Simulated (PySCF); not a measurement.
Atom-mapped SMILES (the numbers label the heavy atoms): `[cH:1]1[cH:2][cH:3][nH:4][cH:5]1`. Each H is labelled by its parent atom.

- PBE0-D3(BJ)/def2-TZVP structure
- spin–spin couplings from B3LYP/pcJ-2
- NMR shieldings at B97-2/pcSseg-2/GIAO
- code: PySCF 2.14
- in vacuum, one computed conformer, no relativistic terms, rapidly exchanging positions averaged

Predict the 2D correlation tables (HSQC, COSY, HMBC).

## Answers



HSQC (one-bond C–H):
```
                δH             δC  $^{1}J$(C,H) (Hz)
6.86 (H(C3)/H(C5))  121.0 (C3/C5)                192
6.54 (H(C1)/H(C2))  114.9 (C1/C2)                179
```

COSY cross peaks (|J| ≥ 2 Hz):
```
                δH                  δH  abs. J (Hz)  bonds
6.86 (H(C3)/H(C5))  6.54 (H(C1)/H(C2))          3.6      3
```

HMBC (two and three bonds, |J| ≥ 2.5 Hz):
```
                δH                         δC [abs. J in Hz]
6.86 (H(C3)/H(C5))  121.0 (C3/C5) [6.9], 114.9 (C1/C2) [8.2]
6.54 (H(C1)/H(C2))  121.0 (C3/C5) [9.6], 114.9 (C1/C2) [5.0]
```

Referencing at the same level of theory: $^{1}$H (σref 31.64), $^{13}$C (σref 185.38) against TMS.

OH/NH shifts are gas-phase values; hydrogen bonding in solution moves them, usually downfield. Shifts are as computed. Against solution values, carbons near 30 ppm lie about +3 ppm off and those near 130 ppm about +7 ppm. Of 1211 compounds with measured shifts, 218 miss one by over three times the rms of a fit or turn the order of signals round; such compounds aren't used in these exercises.
